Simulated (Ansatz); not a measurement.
Saddle point of Si$_{2}$H$_{7}$F, closed shell (Si₂H₅F ([F][SiH2][SiH3]) + H₂ → Si₂H₆ ([SiH3][SiH3]) + HF; bonds formed: Si1–H7, F2–H6; bonds broken: Si1–F2, H6–H7), PBE0-D4/def2-TZVP structure:

```xyz
10
angstrom
Si -0.0798 -0.8552 0.1985
F 1.7376 -0.5090 -0.4841
H -0.1973 -2.0198 -0.7048
H -1.0306 -1.1753 1.3172
Si -0.6878 1.2857 -0.5110
H 1.6413 -0.8620 0.6877
H 1.0757 -1.1143 1.4170
H -0.1012 2.2714 0.4364
H -0.1884 1.5621 -1.8807
H -2.1694 1.4164 -0.4763
```

Energies are electronic, without zero-point energy. Barriers and step energies count from the start structure reached by relaxing down the imaginary mode; all methods use the PBE0-D4 structures, on which another method's saddle can fall below an end. Computed with Ansatz 0.2.0 (basis: def2-TZVPP, with def2-QZVPP for the basis limit); correlated methods freeze the cores. B3LYP uses VWN-RPA correlation. Extrapolation: Hartree–Fock as exp(−7.88 √X), correlation as X^−2.97.

```tsv
method	barrier (kJ/mol)	step energy (kJ/mol)
SPW92	163.7	71.0
PBE-D4	?	80.8
BLYP-D4	?	93.9
r2SCAN-D4	220.3	93.1
B97M-V	233.4	92.8
PBE0-D4	218.6	81.3
B3LYP-D4	?	93.2
r2SCAN0-D4	232.3	90.4
BHLYP-D4	257.1	95.7
CAM-B3LYP-D4	236.9	94.5
wB97X-V	235.6	91.5
wB97M-V	231.8	91.5
B2PLYP	242.4	95.4
PBE-QIDH	235.8	87.1
RPA on PBE	244.4	91.0
HF	312.1	103.3
MP2	242.8	93.6
CCSD	255.5	89.5
CCSD(T)	245.0	88.7
```

(1) Fill in the withheld barriers. (Judge from chemistry; the value comes from the calculation.)

The T1 diagnostic stays at or below 0.015.

## Answers

(1) By the calculation: PBE-D4 199.0; B3LYP-D4 235.3; BLYP-D4 222.7 kJ/mol. Each is the energy of the saddle less that of the start structure, by the same method.

For comparison, the barrier by CCSD(T) at an estimated basis limit (MP2 extrapolated from triple and quadruple zeta, plus CCSD(T) − MP2 in triple zeta) is 243.7 kJ/mol.

Labels in which every atom is bracketed show which atoms are joined, not bond orders.

For scale, one of the runs: CCSD(T)/def2-TZVPP, 213 basis functions, launched by `ansatz run in.yaml --threads 4 --pin off --events-out ev --progress --plain --max-ram 9574MiB`. Hardware: 4 CPU threads of an Arm Neoverse V1, shared host. Wall time 39 s; peak host memory 2.9 GiB.
